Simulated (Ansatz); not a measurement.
Born–Oppenheimer molecular dynamics of AlH₃ (4 atoms, charge 0, multiplicity 1). It starts from a relaxed structure.

Level of theory: RKS PBE0/def2-SVP in Ansatz.

```yaml
ensemble: NVT, Langevin thermostat
time_step: 0.5 fs
steps_asked: 166
set_temperature: 2000 K
friction: 0.01 /fs
seed: 449074
```

First frame:

```xyz
4
Properties=species:S:1:pos:R:3
Al 0.000 0.000 0.000
H 0.000 0.000 1.590
H 1.377 0.000 -0.795
H -1.377 0.000 -0.795
```

Task: What does the run give?

Result: The run went to its last step.

```
steps done                                               : 166
time covered                                             : 83 fs
mean temperature over the second half                    : 1714 K
spread of the potential energy over the second half      : 25.0 meV per atom
mean potential energy of the second half above the start : 72.8 meV per atom
```

The mean temperature of the second half is 14 % below the set value. A run of 0.083 ps of so small a system gives no equilibrium averages.

Task: What happens to the structure?

Result: The same pairs are bonded in the first frame and the last. Pairs count as bonded within 1.25 times the sum of covalent radii (0.12 Å more for H–H). The details hang on the random start.

Task: How do temperature and energy run in time?

Result: 
```json
{"time (fs)": "0", "T (K)": "1500", "potential energy less start (eV)": "0.000"}
{"time (fs)": "4", "T (K)": "1221", "potential energy less start (eV)": "0.266"}
{"time (fs)": "8", "T (K)": "1124", "potential energy less start (eV)": "0.396"}
{"time (fs)": "12", "T (K)": "1107", "potential energy less start (eV)": "0.391"}
{"time (fs)": "16", "T (K)": "1151", "potential energy less start (eV)": "0.273"}
{"time (fs)": "20", "T (K)": "1310", "potential energy less start (eV)": "0.209"}
{"time (fs)": "24", "T (K)": "989", "potential energy less start (eV)": "0.286"}
{"time (fs)": "28", "T (K)": "1375", "potential energy less start (eV)": "0.114"}
{"time (fs)": "32", "T (K)": "1244", "potential energy less start (eV)": "0.263"}
{"time (fs)": "36", "T (K)": "1405", "potential energy less start (eV)": "0.280"}
{"time (fs)": "40", "T (K)": "1057", "potential energy less start (eV)": "0.417"}
{"time (fs)": "44", "T (K)": "1403", "potential energy less start (eV)": "0.376"}
{"time (fs)": "48", "T (K)": "1813", "potential energy less start (eV)": "0.121"}
{"time (fs)": "52", "T (K)": "1685", "potential energy less start (eV)": "0.125"}
{"time (fs)": "56", "T (K)": "1258", "potential energy less start (eV)": "0.220"}
{"time (fs)": "60", "T (K)": "1419", "potential energy less start (eV)": "0.265"}
{"time (fs)": "64", "T (K)": "1865", "potential energy less start (eV)": "0.291"}
{"time (fs)": "68", "T (K)": "2079", "potential energy less start (eV)": "0.327"}
{"time (fs)": "72", "T (K)": "2459", "potential energy less start (eV)": "0.349"}
{"time (fs)": "76", "T (K)": "1620", "potential energy less start (eV)": "0.425"}
{"time (fs)": "80", "T (K)": "1743", "potential energy less start (eV)": "0.355"}
```

The run took 68 s on 1 thread of Arm Neoverse V1, on a shared host, peak memory 0.072 GiB.
